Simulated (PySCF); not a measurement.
**Ionisation energy of Mg by level of theory**

Mg [Ne] 3s2 (1S) → Mg⁺ [Ne] 3s1 (2S), as a difference of total energies. All numbers are calculated (PySCF 2.14, the non-relativistic Hamiltonian (point nucleus), in aug-cc-pVQZ). Correlated levels: valence: [Ne] frozen. The calculations carry no spin-orbit coupling.

```tsv
method	ionisation energy (eV)	error (eV)
UHF	6.606	-1.040
LDA	7.722	+0.076
PBE	7.614	-0.032
PBE0	7.542	-0.104
r2SCAN	7.371	-0.275
r2SCAN0	7.391	-0.255
M06-L	7.533	-0.113
CAM-B3LYP	7.705	+0.059
HSE06	7.540	-0.106
MP2 (valence)	7.271	-0.375
SCS-MP2 (valence)	7.404	-0.242
```

Reference: 7.646 eV (measured; NIST Atomic Spectra Database, ionization energies).

Errors of the correlated levels include the incompleteness of this basis and the frozen core.

MP2 underrates the near-degeneracy of ns² with np² in the lower species.
